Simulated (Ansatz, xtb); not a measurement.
System: C$_{5}$H$_{7}$ (charge -1, singlet). It need not be the lowest isomer of its formula. Whether it binds its extra electron was not tested at this geometry. 
Geometry from a B3LYP-D3(BJ)/def2-TZVP (Ansatz, an electronic-structure program) optimisation:
SMILES: [CH-]1CC12CC2
```xyz
12

C     -0.0278     0.0767     0.0548
C     -0.0889     0.8389     1.3300
C     -0.0125    -0.7153     1.3029
C      0.7572     0.0067    -1.2102
C     -0.7777     0.0133    -1.2269
H      0.9153     1.2321     1.5608
H     -0.9014    -1.2883     1.5827
H      0.9126    -1.2619     1.5182
H      1.2589    -0.9132    -1.5085
H      1.2628     0.9062    -1.5564
H     -1.2731    -0.9106    -1.5196
H     -1.2769     0.9140    -1.5804
```
Charge -1, spin multiplicity 1.

Harmonic wavenumbers from GFN2-xTB (xtb, at its own minimum), cm⁻¹: 280, 308, 340, 642, 799, 820, 832, 864, 899, 954, 1010, 1016, 1029, 1040, 1098, 1144, 1147, 1153, 1184, 1450, 1460, 1486, 1530, 2520, 2744, 2867, 2917, 2944, 2964, 2972.

Q: Give the harmonic wavenumbers at B3LYP-D3(BJ)/def2-TZVP (Ansatz, finite differences of forces, unscaled).

A: 287, 298, 348, 565, 770, 779, 806, 833, 842, 880, 973, 994, 1014, 1025, 1034, 1099, 1158, 1162, 1177, 1403, 1454, 1478, 1500, 2897, 2966, 3000, 3036, 3042, 3094, 3115 cm⁻¹. Zero-point energy 61.5 kcal/mol.

Q: From these and the geometry, give the ideal-gas thermochemistry at 298.15 K and 1 atm (rigid rotor, harmonic oscillator).

A: Point group C1, rotational symmetry number 1. Rotational constants 10.98, 4.324, 4.299 GHz. S(trans) 38.53, S(rot) 24.87, S(vib) 6.50, S(elec, spin only) 0.00, S 69.9 cal/(mol K). H(298) - H(0) 3.71 kcal/mol; G - E(el) 44.4 kcal/mol.
